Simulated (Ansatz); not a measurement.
Wavefunction ladder for `NC(F)S`

```xyz
8

N    -0.353   -0.476   -1.105
C    -0.046    0.372   -0.027
F     0.946    1.256   -0.386
S     0.525   -0.571    1.430
H     0.273   -1.263   -1.199
H    -1.317   -0.770   -1.121
H    -0.922    0.965    0.239
H     0.894    0.488    2.170
```

Charge 0, multiplicity 1. The structure was optimised at the PBE0-D4/def2-TZVP level. It is one conformer, not always the lowest. Frozen core, restricted reference, the Gaussian-basis code of Ansatz. CBS rows extrapolate triple and quadruple zeta; past MP2 they add the triple-zeta difference.

```
     basis     HF (Eh)  MP2 corr.  CCSD corr.       (T)  CCSD(T) total
  def2-SVP  -591.32412   -0.62534    -0.66311         ?              ?
def2-TZVPP  -591.70169   -0.81072    -0.84229  -0.03246     -592.57644
def2-QZVPP           ?          ?           –         –              –
 CBS(def2)  -591.72475   -0.92731           ?     as TZ              ?
```

Question: Fill in the withheld values. (Best estimate.)

Answer: Ansatz gave: def2-SVP (T): -0.01653; def2-SVP CCSD(T) total: -592.00376; def2-QZVPP HF (Eh): -591.72195; def2-QZVPP MP2 corr.: -0.87770; CBS(def2) CCSD corr.: -0.95888; CBS(def2) CCSD(T) total: -592.71609.
